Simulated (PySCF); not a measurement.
Coordinates in bohr (charge 0 multiplicity 2):
```
Al    0.0000    0.0000   -0.8831
O     2.7944   -0.5580    0.5948
O    -2.7944    0.5580    0.5948
H     3.0548   -0.6100    2.3833
H    -3.0548    0.6100    2.3833
```

Method: UPBE0/[Al def2-TZVP, O def2-TZVP, H def2-TZVP], no relativity, density fitting, PySCF.

This geometry of Al(OH)₂ is a stationary point at this level.

(1) What is the point group?

(2) Is it a minimum?

(3) Which band is strongest in the infrared?

(4) Give the atomic charges and bond orders.

(5) Give the ideal-gas entropy at 298.15 K and 1 bar by parts.

## Answers

(1) C2v.

(2) Yes: all harmonic wavenumbers are real.

(3) 502 cm⁻¹ (b2), 289 km/mol.

(4) 
```json
{"atom": "Al1", "Mulliken": "0.49", "Löwdin": "-0.03", "polar tensor": "1.01", "spin (Mulliken)": "0.93", "Mayer order to Al1": "–"}
{"atom": "O2,3", "Mulliken": "-0.55", "Löwdin": "-0.15", "polar tensor": "-0.78", "spin (Mulliken)": "0.01", "Mayer order to Al1": "1.19"}
{"atom": "H4,5", "Mulliken": "0.30", "Löwdin": "0.17", "polar tensor": "0.28", "spin (Mulliken)": "0.03", "Mayer order to Al1": "0.05"}
```
Other Mayer orders above 0.3: O–H 0.88 (×2).

(5) translation 160.1, rotation 90.0, vibration 29.2, spin 5.8; total 285.1 J/(mol K).

Only a few start shapes were tried, so a lower isomer may exist. At this level a doublet minimum of Cs symmetry lies 7 kJ/mol below this structure.
